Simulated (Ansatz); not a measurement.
# CH3BO: basis-set convergence

Aim: see how fast density functionals and correlated methods converge with the basis set for CH3BO.

Method: one geometry, several basis sets; program: Ansatz 0.2.0, Gaussian basis.

Levels to be run: PBE0-D4/def2-SVP; ωB97M-V/def2-SVP; PBE0-D4/def2-QZVPP; ωB97M-V/def2-QZVPP; CCSD(T)/cc-pV(D+d)Z; CCSD(T)/cc-pV(T+d)Z; CCSD(T)/cc-pV(Q+d)Z; the functionals' def2-TZVPP values are taken from earlier runs.

## 1. The geometry

An earlier PBE0-D4/def2-TZVP relaxation fixed the geometry.

SMILES `[BH3-]C#[O+]`, 6 atoms, charge 0, spin multiplicity 1.

Atoms are counted from 1 here; the program's logs count them from 0.

Bond lengths: B1–C2 1.512 Å, B1–H4 1.209 Å, B1–H5 1.209 Å, B1–H6 1.209 Å, C2–O3 1.127 Å. Angles: C2–B1–H4 104.5°, C2–B1–H5 104.5°, C2–B1–H6 104.5°, H4–B1–H5 113.9°, H4–B1–H6 113.9°, H5–B1–H6 113.9°, B1–C2–O3 180.0°.

As a file:

```mol
CH3BO
  3D, bonds by distance, orders not assigned

  6  5  0  0  0  0  0  0  0  0999 V2000
   -0.2749    0.4200   -0.1998 B   0  0
    0.4943   -0.7556    0.3593 C   0  0
    1.0678   -1.6316    0.7761 O   0  0
   -1.4367    0.1212   -0.0501 H   0  0
    0.0696    0.4851   -1.3568 H   0  0
    0.0799    1.3609    0.4712 H   0  0
  1  2  8  0
  2  3  8  0
  1  4  8  0
  1  5  8  0
  1  6  8  0
M  END
```

## 2. PBE0-D4 in def2-SVP

in.yaml reads:

```yaml
crystal:
  periodic: [false, false, false]
  atoms:
    - {symbol: B, position_ang: [-0.274908, 0.419955, -0.199791]}
    - {symbol: C, position_ang: [0.494304, -0.755579, 0.359303]}
    - {symbol: O, position_ang: [1.067811, -1.631591, 0.776088]}
    - {symbol: H, position_ang: [-1.436734, 0.121231, -0.050073]}
    - {symbol: H, position_ang: [0.069587, 0.485085, -1.356770]}
    - {symbol: H, position_ang: [0.079929, 1.360889, 0.471242]}
basis:
  gaussian: {orbitals: def2-SVP}
hamiltonian: {xc: pbe0, dispersion: d4}
output: {orbitals: {seedname: orbitals}}
```

Launch:

```sh
$ ansatz run in.yaml --threads 4 --pin off --events-out ev --progress --plain --max-ram 10444MiB
```

Further steps of the session: ωB97M-V in def2-SVP; PBE0-D4 in def2-QZVPP; ωB97M-V in def2-QZVPP; CCSD(T) in cc-pV(D+d)Z; CCSD(T) in cc-pV(T+d)Z; CCSD(T) in cc-pV(Q+d)Z.

Before running them: what should the planned runs give, taken together? Wanted: MP2 correlation recovered, cc-pV(D+d)Z; MP2 correlation recovered, cc-pV(T+d)Z; MP2 correlation recovered, cc-pV(Q+d)Z; difference of two CCSD(T) limits: def2 sets; PBE0-D4: double and triple zeta above quadruple; ωB97M-V: double and triple zeta above quadruple.

The runs gave:

| quantity | value |
| --- | --- |
| MP2 correlation recovered, cc-pV(D+d)Z | 73.0 % |
| MP2 correlation recovered, cc-pV(T+d)Z | 89.6 % |
| MP2 correlation recovered, cc-pV(Q+d)Z | 95.7 % |
| difference of two CCSD(T) limits: def2 sets (earlier runs) less this series | 28 meV |
| PBE0-D4: double and triple zeta above quadruple | 4.65, 0.21 eV |
| ωB97M-V: double and triple zeta above quadruple | 4.85, 0.20 eV |

What this shows: For PBE0-D4 the step from double to triple zeta gains 4.44 eV and the next only 0.21 eV. Correlation climbs from 73 % (cc-pV(D+d)Z) to 96 % (cc-pV(Q+d)Z) of the limit; Hartree-Fock is 0.085 eV from its own by then. A limit from the def2 sets, made apart, differs by 28 meV, a least measure of the doubt on such a limit. These are total energies; as a rule much of such shifts cancels in differences, which this series doesn't test.
